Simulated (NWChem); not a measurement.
Species: ammonia (NH$_{3}$); SMILES N

All runs: NWChem. Pople sets run with spherical d functions. The geometry was optimised at PBE0/def2-SVP. Computed dipoles belong to the equilibrium geometry; the measured one is vibrationally averaged.

Measured dipole moment: 1.47 D (NIST CCCBDB, as tabulated in the package chemicals).

```tsv
level	dipole moment (D)	computed − measured
B3LYP/STO-3G	1.87	+0.40
B3LYP/3-21G	2.15	+0.68
B3LYP/6-31G*	1.93	+0.46
B3LYP/6-31+G*	1.97	+0.50
B3LYP/def2-SVP	___	___
B3LYP/def2-SVPD	___	___
B3LYP/def2-TZVP	1.78	+0.31
B3LYP/6-311++G**	1.84	+0.37
B3LYP/aug-cc-pVTZ	1.58	+0.11
```

Problem. Complete the blanks.

Solution. 
- B3LYP/def2-SVPD, dipole moment (D): 1.62
- B3LYP/def2-SVPD, computed − measured: +0.15
- B3LYP/def2-SVP, dipole moment (D): 1.75
- B3LYP/def2-SVP, computed − measured: +0.28
